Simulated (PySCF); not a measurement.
Species: C₅H₆O.
Cartesian coordinates in Å at the GFN2-xTB level; atoms count from 1:
```xyz
12
C5H6O angstrom
C      3.067   -0.346    1.210
C      1.934   -0.165    0.855
C      0.603    0.088    0.470
C     -0.023   -0.678   -0.427
O     -1.287   -0.563   -0.892
C     -2.073    0.491   -0.387
H      4.057   -0.516    1.510
H      0.129    0.935    0.946
H      0.472   -1.521   -0.890
H     -3.040    0.409   -0.880
H     -2.209    0.402    0.695
H     -1.628    1.464   -0.617
```

Method used: wB97X-D/def2-SVPD in PySCF (dipole) on a GFN2-xTB geometry, gas phase.

Take the most abundant isotopes and a rigid rotor. The values belong to one conformer with, in the numbering `[CH:1]#[C:2]/[CH:3]=[CH:4]/[O:5][CH3:6]`, C3–C4–O5–C6 0°.

Question: Give the principal moments of inertia and the rotational constants in cm⁻¹.

Answer: Ia = 27.90, Ib = 312.28, Ic = 336.97 u·Å²; 505379 MHz·u·Å²/I gives 18113, 1618 and 1500 MHz, that is A = 0.60419, B = 0.05398, C = 0.05003 cm⁻¹.

Question: What kind of rotor is it?

Answer: A near-prolate asymmetric top; Ray's κ = -0.986.

Question: Is it planar, by Δ = Ic − Ia − Ib?

Answer: Not planar: Δ = Ic − Ia − Ib = -3.21 u·Å². For a rigid frame Δ = −2 Σ m c², so Σ m c² = 1.61 u·Å² lies off the ab plane, practically all of it from hydrogen. The atom farthest from that plane is 0.89 Å away.

Question: Give the other two planar moments, Paa and Pbb, and the rms extents of the mass along the axes.

Answer: Paa = Σ m a² = (Ib + Ic − Ia)/2 = 310.67 and Pbb = Σ m b² = (Ia + Ic − Ib)/2 = 26.30 u·Å². With the mass M = 82.04 u, the rms extents √(P/M) along a, b and c are 1.95, 0.57, 0.14 Å.

Question: List the rotational levels J(Ka,Kc) to J = 3 (cm⁻¹).

Answer: Above 0(0,0):
J = 1: 1(0,1) 0.1040, 1(1,1) 0.6542, 1(1,0) 0.6582
J = 2: 2(0,2) 0.3120, 2(1,2) 0.8583, 2(1,1) 0.8701, 2(2,1) 2.5208, 2(2,0) 2.5208
J = 3: 3(0,3) 0.6239, 3(1,3) 1.1644, 3(1,2) 1.1881, 3(2,2) 2.8328, 3(2,1) 2.8329, 3(3,1) 5.5937, 3(3,0) 5.5937
The levels of one J sum to (2J + 1)J(J + 1)(A + B + C)/3.

Question: Which lines would a microwave search look for?

Answer: The dipole components are |μa| = 1.31 D, |μb| = 0.93 D, |μc| = 0.00 D; the mirror of this Cs structure is the ab plane, so μc vanishes by symmetry and there are no c-type lines. The squared components, which scale the intensities, stand as 1.00 : 0.50 (a : b). Some lines, for components of 0.1 D or more:

```json
{"type": "a", "branch": "Q", "J(Ka,Kc)": "4(1,3) ← 4(1,4)", "MHz": "1186", "lower level (cm⁻¹)": "1.572"}
{"type": "a", "branch": "R", "J(Ka,Kc)": "5(4,1) ← 4(4,0)", "MHz": "15592", "lower level (cm⁻¹)": "9.875"}
{"type": "a", "branch": "R", "J(Ka,Kc)": "5(2,3) ← 4(2,2)", "MHz": "15602", "lower level (cm⁻¹)": "3.249"}
{"type": "b", "branch": "Q", "J(Ka,Kc)": "2(1,1) ← 2(0,2)", "MHz": "16733", "lower level (cm⁻¹)": "0.312"}
{"type": "b", "branch": "R", "J(Ka,Kc)": "5(1,5) ← 4(0,4)", "MHz": "31260", "lower level (cm⁻¹)": "1.040"}
{"type": "b", "branch": "Q", "J(Ka,Kc)": "3(2,1) ← 3(1,2)", "MHz": "49310", "lower level (cm⁻¹)": "1.188"}
{"type": "b", "branch": "Q", "J(Ka,Kc)": "4(2,3) ← 4(1,4)", "MHz": "50256", "lower level (cm⁻¹)": "1.572"}
{"type": "b", "branch": "R", "J(Ka,Kc)": "2(2,0) ← 1(1,1)", "MHz": "55958", "lower level (cm⁻¹)": "0.654"}
{"type": "b", "branch": "R", "J(Ka,Kc)": "4(2,2) ← 3(1,3)", "MHz": "62500", "lower level (cm⁻¹)": "1.164"}
{"type": "b", "branch": "R", "J(Ka,Kc)": "3(3,1) ← 2(2,0)", "MHz": "92124", "lower level (cm⁻¹)": "2.521"}
{"type": "b", "branch": "R", "J(Ka,Kc)": "5(5,1) ← 4(4,0)", "MHz": "164577", "lower level (cm⁻¹)": "9.875"}
```

Question: Estimate the classical rotational partition function at 50 K, 100 K and 200 K.

Answer: Point group Cs, symmetry number σ = 1; q = (√π/σ)·√((kT/h)³/(ABC)), k/h = 20836.6 MHz/K: 8990 at 50 K, 25400 at 100 K, 71900 at 200 K.

GFN2-xTB frequencies: not computed here. Constants of a rigid frame at the computed geometry: no zero-point averaging, no centrifugal distortion. A rigid rotor knows nothing of internal rotation, which can split or shift real lines.
